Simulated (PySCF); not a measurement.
Published values to compare with (the computed states carry no symmetry labels, so the two lists aren't matched line by line):

```json
{"state": "A 1Σu+", "E (eV)": "1.74", "f": "", "kind of transition": "Te (adiabatic, minimum to minimum, no zero-point energy)", "source": "[1]"}
{"state": "B 1Πu", "E (eV)": "2.53", "f": "", "kind of transition": "Te (adiabatic, minimum to minimum, no zero-point energy)", "source": "[1]"}
{"state": "C 1Πu", "E (eV)": "3.79", "f": "", "kind of transition": "Te (adiabatic, minimum to minimum, no zero-point energy)", "source": "[1]"}
```

[1] measured, gas; Huber, Herzberg, Constants of Diatomic Molecules, NIST Chemistry WebBook

Compound: lithium diatomic, Li2.
Cartesian coordinates in Å at the PBE0-D3(BJ)/def2-TZVP level; atoms count from 1:
```xyz
2
Li2 angstrom
Li     1.3810   -0.0326    0.0028
Li    -1.3635    0.0038   -0.0149
```

Computed with TDDFT CAM-B3LYP/aug-cc-pVTZ, vertical, gas phase, core orbitals frozen in the response in PySCF 2.14.0, density-fitted response routines. Geometry: PBE0-D3(BJ)/def2-TZVP; no solvent, vibrations or thermal averaging.

Computed singlets: 2.04 eV (f 0.458); 2.57 eV (f 0.955 summed over 2 states); 2.85 eV (f 0.000); 3.31 eV (f 0.000 summed over 2 states); 3.46 eV (f 0.000); 3.70 eV (f 0.005); 3.81 eV (f 0.032 summed over 2 states). Computed triplets (Tamm–Dancoff): 1.09, 1.40, 1.40 eV.

Adiabatic (Te) and 0-0 energies refer to the relaxed excited state and aren't the vertical quantity computed here.

Hardware: an Arm Neoverse V1 with one thread, on a shared host. Cost: 0.84 s wall, 0.30 GiB resident at most.
